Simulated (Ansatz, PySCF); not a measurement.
This Ansatz (a quantum-chemistry and plane-wave program) input computes a PBE0/def2-TZVPD energy:

Ansatz 0.2 input:
```yaml
crystal:
  periodic: [false, false, false]
  atoms:
    - {symbol: C, position_ang: [0.20259228, 0.09912095, 1.44002477]}
    - {symbol: C, position_ang: [-0.00343710, 0.12720683, 0.06465403]}
    - {symbol: H, position_ang: [0.33610835, 1.01027003, 2.01483663]}
    - {symbol: H, position_ang: [0.26267791, -0.84089184, 1.97627442]}
    - {symbol: C, position_ang: [-0.11172426, 1.22219079, -0.78632518]}
    - {symbol: H, position_ang: [-0.00790611, 2.23945213, -0.42186803]}
    - {symbol: H, position_ang: [-0.27739402, 1.08881405, -1.84913382]}
    - {symbol: C, position_ang: [-0.08717194, -1.23676983, -0.61157471]}
    - {symbol: H, position_ang: [-0.49909775, -1.98965260, 0.06786304]}
    - {symbol: H, position_ang: [-0.72089881, -1.19714553, -1.50318625]}
    - {symbol: H, position_ang: [0.90495651, -1.58133872, -0.92545946]}
basis:
  gaussian:
    orbitals: def2-TZVPD
hamiltonian:
  xc: {name: PBE0}
total_charge: -1
output: {forces: true}
```

Write an input for the same energy in PySCF and say what it gives.


```python
from pyscf import gto, scf, dft

mol = gto.M(
    atom='''
    C     0.20259228    0.09912095    1.44002477
    C    -0.00343710    0.12720683    0.06465403
    H     0.33610835    1.01027003    2.01483663
    H     0.26267791   -0.84089184    1.97627442
    C    -0.11172426    1.22219079   -0.78632518
    H    -0.00790611    2.23945213   -0.42186803
    H    -0.27739402    1.08881405   -1.84913382
    C    -0.08717194   -1.23676983   -0.61157471
    H    -0.49909775   -1.98965260    0.06786304
    H    -0.72089881   -1.19714553   -1.50318625
    H     0.90495651   -1.58133872   -0.92545946
    ''',
    basis='def2-tzvpd',
    charge=-1,
    spin=0,
    verbose=4,
)

mf = dft.RKS(mol, xc='pbe0').density_fit(auxbasis='def2-universal-jkfit')
mf.grids.level = 3
mf.conv_tol = 1e-9
mf.max_cycle = 100
mf.max_memory = 1500
mf.kernel()
if not mf.converged:
    mf = mf.newton()
    mf.kernel(mf.make_rdm1())
mf.analyze()
```
It gives -156.44362 Eh, and Ansatz -156.44356 Eh, a difference of 0.06 mEh, from the treatment of integrals and grids.

It need not be the lowest isomer of its formula. Whether it binds its extra electron was not tested at this geometry.
